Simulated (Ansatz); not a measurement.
# Lattice constant a of some fcc solids

Method: r²SCAN0 in Ansatz (PAW). References are measured values corrected to a static lattice.

Values in Å.

```csv
solid,reference,r²SCAN0,error (%)
fcc Pd,3.876,3.895,+0.49
fcc Sr,6.045¶,6.158,+1.87
fcc Rh,3.794,3.765,-0.76
fcc Ca,5.553¶,5.606,+0.95
fcc Ir,3.831,3.811,-0.52
fcc Pb,4.902¶,4.979,+1.57
```

Over these 6 solids the mean error is +0.60 %, the mean absolute error 1.03 % (median 0.86 %), and the worst case fcc Sr at +1.87 %; the value is too high in 4 of 6 cases.

All these references are brought to a static lattice.

Spin–orbit coupling is left out, also for the solids with elements from indium on (fcc Ir, fcc Pb); its size isn't shown.

¶ marks references of a special kind: fcc Sr, 6.045 Å (measured, low-temperature or extrapolated to 0 K; zero-point anharmonic expansion removed; as tabulated in Csonka et al. (2009), arXiv:0903.4037); fcc Ca, 5.553 Å (measured, low-temperature or extrapolated to 0 K; zero-point anharmonic expansion removed; as tabulated in Csonka et al. (2009), arXiv:0903.4037); fcc Pb, 4.902 Å (measured, low-temperature or extrapolated to 0 K; zero-point anharmonic expansion removed, our sources range from 4.902 to 4.912; as tabulated in Csonka et al. (2009), arXiv:0903.4037).

Exact exchange on metals is sensitive to the k mesh.

Differences are worked out from the printed values.

Ansatz's density-functional and Hartree–Fock values are scalar-relativistic unless marked +SOC, with PAW data made under PBE.

Ansatz's runs of these crystals have no spin polarisation. Meta-GGAs and exact exchange favour moments, which can bear on fcc Pd, fcc Rh.

Not in this set, of the fcc solids with a reference value in our tables and a result at some level: 6 for no value at r²SCAN0 (not run, a failed fit, an unstable or unbound cell, or a value held back for tests). These can be a level's best or worst cases. At least 1 more with a reference value is held back for tests. Solids without a released value at any level aren't counted. Layered and molecular crystals are counted apart. The metals Ce to Yb are counted apart.

References as tabulated in Mejia-Rodriguez and Trickey (2018), arXiv:1807.09216; Csonka et al. (2009), arXiv:0903.4037.

Ansatz is an electronic-structure program.
